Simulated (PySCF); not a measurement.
# AlS−: from the state search to spectroscopic constants

The task here is to estimate one member of a computed series from the others.

The runs use PySCF 2.14.0; Al aug-pcseg-1, S aug-pcseg-1, no relativity.

1 further run of the same task is left out (set aside as unsound or not needed).

Set-up of the first run:

A driver script around PySCF takes these settings:

- atoms: Al, S
- charge: -1
- basis: Al aug-pcseg-1, S aug-pcseg-1
- Hamiltonian: no relativity
- basis functions: 54
- electrons treated: 30
- masses in u: 26.9815, 31.9721
- levels: PBE0, PBE, r²SCAN, MN15, PBEsol, B3LYP, ωB97X, HF, MP2, SCS-MP2, CCSD, CCSD(T)
- grid: 80 radial by 434 angular points
- occupations: held fixed by the projection of orbital angular momentum
- dissociation limit: Al + S−, each in its ground configuration
- starting distance in angstrom: 2.280
- values of 2S to try: 0, 2

Launch:

```console
$ OMP_NUM_THREADS=1 python dia.py task.json out
```

Among the steps run: Set-up; The PBE0 curve of the state that the search chose; PBE; r²SCAN; MN15 (hybrid meta-GGA); PBEsol (GGA); B3LYP (global hybrid GGA); ωB97X (range-separated hybrid); RHF; MP2 and coupled cluster.

One of the session's tables, all rows but one given; the rest of the session is left out.

Energy (eV) from each level's lowest point:

| R (Å) | RHF | RHF-MP2 | RHF-SCS-MP2 | RHF-CCSD | RHF-CCSD(T) |
| --- | --- | --- | --- | --- | --- |
| 1.814 | 1.134 | 1.235 | 1.240 | n/a | n/a |
| 1.898 | 0.483 | 0.557 | 0.561 | 0.552 | 0.578 |
| 1.982 | 0.135 | 0.181 | 0.183 | 0.177 | 0.194 |
| 2.046 | 0.021 | 0.044 | 0.045 | 0.042 | 0.051 |
| 2.109 | 0.000 | 0.000 | 0.000 | 0.000 | 0.000 |
| 2.172 | 0.052 | 0.027 | 0.026 | 0.030 | 0.020 |
| 2.257 | ? | ? | ? | ? | ? |
| 2.362 | 0.483 | 0.380 | 0.377 | 0.391 | 0.350 |
| 2.489 | 0.897 | 0.738 | 0.733 | 0.755 | 0.689 |
| 2.657 | 1.506 | 1.270 | 1.264 | n/a | n/a |

**Question.** Estimate the row for R (Å) = 2.257.

Worked estimate for «RHF». A straight line through the neighbours (2.172, 0.052) and (2.362, 0.483) gives 0.052 + (0.483 − 0.052) × (2.257 − 2.172) / (2.362 − 2.172) = 0.245; a parabola fitted to 4 rows on both sides gives 0.215.

As computed: RHF: 0.203; RHF-MP2: 0.145; RHF-SCS-MP2: 0.143; RHF-CCSD: 0.151; RHF-CCSD(T): 0.128. In «RHF» the line misses by +0.042 and the parabola by +0.012.
